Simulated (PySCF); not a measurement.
Molecule: SMILES C(#C)C(F)(F)F, C₃HF₃.

Atoms are numbered as in `[CH:1]#[C:2][C:3]([F:4])([F:5])[F:6]`. Hydrogens are named by the atom that carries them.

Geometry PBE0-D3(BJ)/def2-SVP throughout; GIAO in PySCF, gas phase, one conformer, non-relativistic; equivalent atoms averaged; functional PBE0.

Task: How do the absolute shieldings σ depend on the basis set? (ppm; last column core-seconds on shared hosts with different chips, so compare them loosely)

Result: 
```csv
basis set,functions,C3,C1,C2,F4/F5/F6,H(C1),core-s
STO-3G,31,143.3,163.7,180.1,388.5,29.73,3
6-31G,56,81.7,124.0,131.0,252.3,29.87,5.5
pcSseg-0,56,58.3,103.8,113.0,249.1,29.71,2.8
6-31G*,86,82.1,123.3,128.4,265.4,29.67,8.3
def2-SVP,89,78.6,119.2,123.8,265.5,29.08,8
cc-pVDZ,89,82.4,122.1,126.3,262.6,28.97,4.8
pcSseg-1,107,66.0,103.1,109.7,240.8,28.66,7
aug-cc-pVDZ,147,80.5,123.9,125.6,251.8,28.93,9.2
"6-311+G(2d,p)",168,68.9,107.9,111.2,236.5,29.06,19
def2-TZVP,192,65.6,108.5,111.2,238.2,29.05,24
cc-pVTZ,194,67.3,108.8,113.1,242.9,28.92,13
IGLO-III,220,62.0,103.4,106.8,235.0,28.88,14
pcSseg-2,230,61.0,102.4,106.3,236.9,28.84,31
```

Task: Which nucleus moves most, in ppm?

Result: F4/F5/F6 (fluorine of a CF3 group): from 235.0 ppm with IGLO-III to 388.5 ppm with STO-3G. The smallest spread is 1.21 ppm, at H(C1). Proton shifts span only some 12 ppm, so a few tenths of a ppm matter as much there as several ppm in carbon.

Task: Taking the largest basis, pcSseg-2 (230 functions), as the yardstick, rank the others by their worst heavy-atom deviation.

Result: IGLO-III 2.0 ppm (220 functions), pcSseg-1 5.0 ppm (107 functions), def2-TZVP 6.1 ppm (192 functions), cc-pVTZ 6.8 ppm (194 functions), 6-311+G(2d,p) 7.8 ppm (168 functions), pcSseg-0 12.2 ppm (56 functions), aug-cc-pVDZ 21.5 ppm (147 functions), 6-31G 24.7 ppm (56 functions), cc-pVDZ 25.7 ppm (89 functions), 6-31G* 28.5 ppm (86 functions), def2-SVP 28.6 ppm (89 functions), STO-3G 151.6 ppm (31 functions).

A small basis that lands close on one nucleus may do so by chance; judge by the trend and by all nuclei.
